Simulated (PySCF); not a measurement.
C₂H₆S, SMILES CCS. Atoms are numbered in the order given.

```xyz
9

C     -1.4669     0.7824    -0.2302
C     -0.5562    -0.4185    -0.4310
S      1.0706    -0.2695     0.3929
H     -2.4354     0.6106    -0.7073
H     -1.0313     1.6814    -0.6698
H     -1.6322     0.9739     0.8303
H     -0.9936    -1.3156     0.0096
H     -0.3975    -0.6250    -1.4893
H      1.4979     0.8038    -0.2935
```

Geometry: B3LYP-D3(BJ)/def2-TZVP. The values are those of a single conformer.

Level of theory: B3LYP/pcJ-1 (PySCF).

Isotropic couplings with Fermi-contact, spin-dipole and both spin-orbit terms, one fixed conformer, no vibrational averaging. Isotopes: 13C, 1H.

| pair | bonds apart | J (Hz) |
|---|---|---|
| C1–C2 | 1 | ? |
| C1–H4 | 1 | ? |
| C1–H5 | 1 | ? |
| C1–H6 | 1 | ? |
| C2–H7 | 1 | ? |
| C2–H8 | 1 | ? |
| C1–H7 | 2 | ? |
| C1–H8 | 2 | ? |
| C2–H4 | 2 | -0.5 |
| C2–H5 | 2 | -5.0 |
| C2–H6 | 2 | -5.4 |
| C2–H9 | 2 | -0.6 |
| H4–H5 | 2 | -13.9 |
| H4–H6 | 2 | -13.6 |
| H5–H6 | 2 | -13.4 |
| H7–H8 | 2 | -14.3 |
| C1–H9 | 3 | 1.7 |
| H4–H7 | 3 | 3.9 |
| H4–H8 | 3 | 2.8 |
| H5–H7 | 3 | 16.3 |
| H5–H8 | 3 | 4.8 |
| H6–H7 | 3 | 4.7 |
| H6–H8 | 3 | 15.6 |
| H7–H9 | 3 | 15.3 |
| H8–H9 | 3 | 4.0 |
| H4–H9 | 4 | ? |
| H6–H9 | 4 | ? |

Q: What belongs in the gaps? (An estimate is asked for; the answer gives what the named calculation found.)

A: 
- C1–C2, J (Hz): 37.6
- C1–H4, J (Hz): 129.7
- C1–H5, J (Hz): 133.8
- C1–H6, J (Hz): 136.9
- C2–H7, J (Hz): 142.6
- C2–H8, J (Hz): 148.4
- C1–H7, J (Hz): -3.3
- C1–H8, J (Hz): -0.5
- H4–H9, J (Hz): -0.5
- H6–H9, J (Hz): -0.3
